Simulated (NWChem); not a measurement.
**Correlation energy of Na (+1)**

```xyz
1

Na     0.0000     0.0000     0.0000
```
Charge +1, spin multiplicity 1.

Everything below was run with NWChem.

Basis set: def2-TZVP. Each correlation energy counts from its own Hartree-Fock reference.

The correlated methods keep 1 core orbital frozen. Coupled-cluster values serve here as a point of comparison, not as the truth.

### Question
One of these methods gave a correlation energy of -159.0 mHa. Which?
A. CCSD
B. SCS-MP2
C. CCSD+T(CCSD)
D. MP2

### Answer
D, MP2. The others give -152.8 (SCS-MP2), -163.9 (CCSD), -166.1 (CCSD+T(CCSD)).
